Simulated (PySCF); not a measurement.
# How the functional moves excitation energies

Compound: 1,3,5-triazine, C₃H₃N₃.
InChI=1S/C3H3N3/c1-4-2-6-3-5-1/h1-3H

Linear-response calculations in the def2-SVPD basis (PySCF; singlets by full response, triplets Tamm–Dancoff, core orbitals frozen in the response; HF means time-dependent Hartree–Fock). 'Strongest' is the level of largest summed f among the singlets computed (10 roots, of which the last may lack a degenerate partner); it can jump between rows when another state enters that window. S1 is the lowest singlet of each run and needn't be the same state throughout; f(S1) is that of one state. Geometry: PBE0-D3(BJ)/def2-SVP; no solvent, vibrations or thermal averaging.

```json
{"functional": "LDA", "kind": "LDA", "S1 (eV)": "3.68", "f(S1)": "0.000", "strongest (eV)": "3.92", "T1 (eV)": "3.44", "HOMO (eV)": "-6.69", "gap (eV)": "3.65", "ionisation energy, ΔSCF (eV)": "10.13"}
{"functional": "PBE", "kind": "GGA", "S1 (eV)": "3.80", "f(S1)": "0.000", "strongest (eV)": "4.03", "T1 (eV)": "3.47", "HOMO (eV)": "-6.54", "gap (eV)": "3.79", "ionisation energy, ΔSCF (eV)": "9.93"}
{"functional": "B3LYP", "kind": "global hybrid, 20% exact exchange", "S1 (eV)": "4.44", "f(S1)": "0.000", "strongest (eV)": "4.54", "T1 (eV)": "3.94", "HOMO (eV)": "-7.88", "gap (eV)": "5.94", "ionisation energy, ΔSCF (eV)": "10.33"}
{"functional": "PBE0", "kind": "global hybrid, 25% exact exchange", "S1 (eV)": "4.55", "f(S1)": "0.000", "strongest (eV)": "4.62", "T1 (eV)": "3.97", "HOMO (eV)": "-8.13", "gap (eV)": "6.41", "ionisation energy, ΔSCF (eV)": "10.34"}
{"functional": "BHandHLYP", "kind": "global hybrid, 50% exact exchange", "S1 (eV)": "5.18", "f(S1)": "0.016", "strongest (eV)": "8.18", "T1 (eV)": "4.50", "HOMO (eV)": "-9.66", "gap (eV)": "9.10", "ionisation energy, ΔSCF (eV)": "10.57"}
{"functional": "CAM-B3LYP", "kind": "range-separated hybrid", "S1 (eV)": "4.74", "f(S1)": "0.000", "strongest (eV)": "7.90", "T1 (eV)": "4.22", "HOMO (eV)": "-9.60", "gap (eV)": "9.03", "ionisation energy, ΔSCF (eV)": "10.60"}
{"functional": "wB97X-D", "kind": "range-separated hybrid", "S1 (eV)": "4.70", "f(S1)": "0.000", "strongest (eV)": "8.04", "T1 (eV)": "4.24", "HOMO (eV)": "-10.07", "gap (eV)": "10.17", "ionisation energy, ΔSCF (eV)": "10.51"}
{"functional": "HF", "kind": "Hartree–Fock", "S1 (eV)": "6.20", "f(S1)": "0.019", "strongest (eV)": "8.62", "T1 (eV)": "4.38", "HOMO (eV)": "-12.06", "gap (eV)": "14.34", "ionisation energy, ΔSCF (eV)": "not settled"}
```

Question: What does LC-wPBE (range-separated hybrid) give?

Answer: S1 (eV) 4.83, f(S1) 0.000, strongest (eV) 8.17, T1 (eV) 4.34, HOMO (eV) -10.94, gap (eV) 11.48, ionisation energy, ΔSCF (eV) 10.76. S1 runs from 3.68 eV (LDA) to 6.20 eV (HF), a spread of 2.52 eV, while the orbital gap spreads over 10.7 eV. Along PBE (0%), B3LYP (20%), PBE0 (25%), BHandHLYP (50%), HF (100%) S1 rises with the share of exact exchange. −ε(HOMO) comes closest to its own ΔSCF ionisation energy with LC-wPBE (+0.18 eV) and misses most with LDA (-3.44 eV). The lowest singlet of a reference set is 1A1''(n→π*) at 4.72 eV (computed, theoretical best estimate (aug-cc-pVTZ, frozen core, CC3 geometry), gas; Veril, Scemama, Caffarel, Lipparini, Boggio-Pasqua, Jacquemin, Loos, WIREs Comput. Mol. Sci. 2021, 11, e1517 (QUESTDB)). The lowest computed singlet differs from it by wB97X-D -0.02, CAM-B3LYP +0.02, LC-wPBE +0.11, PBE0 -0.17, B3LYP -0.28, BHandHLYP +0.46, PBE -0.92, LDA -1.04, HF +1.48 eV; geometry and basis of the reference needn't be the same. The lowest triplet of a reference set is 3A2''(n→π*) at 4.33 eV (computed, theoretical best estimate (aug-cc-pVTZ, frozen core, CC3 geometry), gas; Veril, Scemama, Caffarel, Lipparini, Boggio-Pasqua, Jacquemin, Loos, WIREs Comput. Mol. Sci. 2021, 11, e1517 (QUESTDB)). The lowest computed triplet differs from it by LC-wPBE +0.01, HF +0.05, wB97X-D -0.09, CAM-B3LYP -0.11, BHandHLYP +0.17, PBE0 -0.36, B3LYP -0.39, PBE -0.86, LDA -0.89 eV; geometry and basis of the reference needn't be the same. 'Not settled' means that the ion's SCF failed to converge or may have ended in another state than the lowest.
